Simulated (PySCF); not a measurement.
# Field gradients at the hydrogen positions

Compound: methylcyclopentane, C6H12.
Geometry (PBE0-D3(BJ)/def2-SVP, Å), atoms numbered from 1 in this order:
```
atom  x, y, z in Å
C1     2.0708   -0.6173   -0.1473
C2     0.5561   -0.5383   -0.1765
C3    -0.1009   -0.2512    1.1757
C4    -1.5361    0.1757    0.8358
C5    -1.4881    0.6783   -0.6284
C6    -0.0173    0.5797   -1.0487
H7     2.4849   -0.8128   -1.1488
H8     2.4207   -1.4199    0.5210
H9     2.5046    0.3302    0.2140
H10    0.1562   -1.5000   -0.5524
H11    0.4432    0.5787    1.6607
H12   -0.0554   -1.1078    1.8663
H13   -1.9072    0.9454    1.5293
H14   -2.2257   -0.6781    0.9267
H15   -2.1097    0.0364   -1.2724
H16   -1.8827    1.6996   -0.7378
H17    0.5148    1.5188   -0.8122
H18    0.1154    0.3995   -2.1271
```

Level: PBE0/pcSseg-1 (PySCF, non-relativistic); Q(2H) = 0.00286 b; rigid geometry, the same for H and D, with no vibrational averaging.

Task: Rank these positions by the coupling χzz of a deuteron there, largest first.
A. H10 (methine hydrogen)
B. H14 (methylene hydrogen)
C. H11 (methylene hydrogen)

Result: B (195 kHz), C (190 kHz), A (186 kHz).

Task: What are Vzz, η and χzz (234.96 MHz × Q × Vzz) at all hydrogens?

Result: 
| atom | bonded to | bond length (Å) | Vzz (au) | η | χzz (kHz) |
| --- | --- | --- | --- | --- | --- |
| H7 | C1 | 1.101 | 0.2924 | 0.02 | 196 |
| H8 | C1 | 1.101 | 0.2920 | 0.02 | 196 |
| H9 | C1 | 1.103 | 0.2888 | 0.02 | 194 |
| H10 | C2 | 1.107 | 0.2771 | 0.02 | 186 |
| H11 | C3 | 1.105 | 0.2831 | 0.01 | 190 |
| H12 | C3 | 1.101 | 0.2918 | 0.01 | 196 |
| H13 | C4 | 1.100 | 0.2921 | 0.01 | 196 |
| H14 | C4 | 1.101 | 0.2896 | 0.01 | 195 |
| H15 | C5 | 1.101 | 0.2890 | 0.01 | 194 |
| H16 | C5 | 1.100 | 0.2924 | 0.01 | 197 |
| H17 | C6 | 1.105 | 0.2826 | 0.01 | 190 |
| H18 | C6 | 1.101 | 0.2917 | 0.01 | 196 |

Task: A static deuteron (I = 1) shows a doublet split by (3/2)χ, (3/4)χ(1 + η) and (3/4)χ(1 − η) with the field along z, y and x of the gradient. What are these for H18?

Result: With |χ| = 196.0 kHz and η = 0.008: 294, 148 and 146 kHz, to first order and without motion.

The structure is a single PBE0-D3(BJ)/def2-SVP conformer in the gas phase; no vibrational or solvent corrections. The basis is small and wasn't made for field gradients, so the couplings can be 20 % off.

These values come from a run that also computed NMR shieldings. Time: 19 s of wall time; peak memory 0.76 GiB. Hardware: one thread of an Arm Neoverse V1, on a shared host.
